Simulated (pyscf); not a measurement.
H₃C–Sn(Cl)(Cl)–Cl + HCl → CH₄ + Cl–Sn(Cl)(Cl)–Cl (four-centre exchange; singlet surface; C–Sn, Cl–H broken, C–H, Cl–Sn formed). Structures and frequencies: ωB97X-D3(BJ)/def2-SVP in PySCF. Energies in eV from the separated reactants.

| level | barrier | reaction energy |
|---|---|---|
| ωB97X-D3(BJ)/def2-TZVP | 1.48 | -0.88 |
| PBE/def2-TZVP | 1.33 | -0.83 |
| r²SCAN/def2-TZVP | 1.33 | -0.86 |
| PBE0-D3(BJ)/def2-TZVP | 1.38 | -0.81 |
| M06-2X/def2-TZVP | 1.47 | -0.89 |
| ωB97M-D3(BJ)/def2-TZVP | 1.60 | -0.80 |

The functionals in the table span 0.27 eV in this barrier, from PBE to ωB97M-D3(BJ)/def2-TZVP. On the reactant side the descent ends in a complex (not fully relaxed), 0.20 eV under the separated species and 1.67 eV under the saddle at ωB97X-D3(BJ)/def2-TZVP. One saddle was located; it need not be the lowest between these sides. Elements past Kr carry the def2 core potentials, without spin-orbit coupling.
